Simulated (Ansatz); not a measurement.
Reaction (SMILES): [CH2]C#N → 2 C atom + 2 H atom + N atom
B3LYP-D3(BJ)/def2-TZVP geometries, fixed; electronic energies without zero-point terms.

Basis-set convergence of the atomisation energy at r2SCAN with Ansatz (an electronic-structure program). Cartesian d functions, on some or all atoms, in 6-31G**, 6-31+G*; all else is spherical. The program fits the integrals of some runs and decomposes those of others, by size. Open shells are unrestricted. No added dispersion term, no relativity. Functions are those of the species that has most. Reference: the value in aug-pcseg-3, 517.96 kcal/mol, itself unsure by roughly 0.57 kcal/mol (its mean distance from aug-cc-pVQZ, cc-pV5Z, def2-QZVPPD). Deviations are taken from unrounded values.

```csv
basis,functions,atomisation energy (kcal/mol),minus reference (kcal/mol)
cc-pVDZ,52,507.38,-10.58
def2-SVP,52,518.70,0.74
6-31G**,55,514.90,-3.07
6-31+G*,61,509.40,-8.56
6-311G**,66,512.54,-5.42
aug-pcseg-1,87,512.24,-5.72
"6-311++G(2d,2p)",101,513.76,-4.21
def2-TZVP,105,516.24,-1.72
def2-TZVPD,129,516.27,-1.69
def2-TZVPPD,145,516.75,-1.21
"6-311++G(3df,3pd)",153,517.55,-0.41
aug-pcseg-3,353,517.96,0.00
cc-pV5Z,383,517.73,-0.23
```
